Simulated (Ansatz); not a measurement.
Steps of a relaxation of `[SH]` radical with UKS PBE0-D4/def2-TZVP.

```sh
$ ansatz run in.yaml --threads 2 --pin off --events-out ev --progress --plain --max-ram 32768MiB --backend cpu
```

```yaml
crystal:
  periodic: [false, false, false]
  atoms:
    - {symbol: S, position_ang: [0.568010, -0.185670, 0.292090]}
    - {symbol: H, position_ang: [-0.568010, 0.185670, -0.292090]}
basis:
  gaussian: {orbitals: def2-TZVP}
magnetization: {spin_polarized: true, initial_magnetization: 1}
hamiltonian: {xc: pbe0, dispersion: d4}
relax: {f_tol: 0.005, max_steps: 150}
```

Positions (Å) and forces (eV/Å) along the path, 3 of 3 steps:

```xyz
2
step=1 energy=-10846.7921 eV
S     0.568   -0.186    0.292    0.361   -0.118    0.186
H    -0.568    0.186   -0.292   -0.361    0.118   -0.186
2
step=2 energy=-10846.7948 eV
S     0.572   -0.187    0.294    0.139   -0.046    0.072
H    -0.572    0.187   -0.294   -0.139    0.046   -0.072
2
step=3 energy=-10846.7953 eV
S     0.575   -0.188    0.295    0.003   -0.001    0.001
H    -0.575    0.188   -0.295   -0.003    0.001   -0.001
```

It took 1.9 s on 2 threads of an AMD EPYC 7R13 on a shared host, with 0.17 GiB of host memory at the peak.
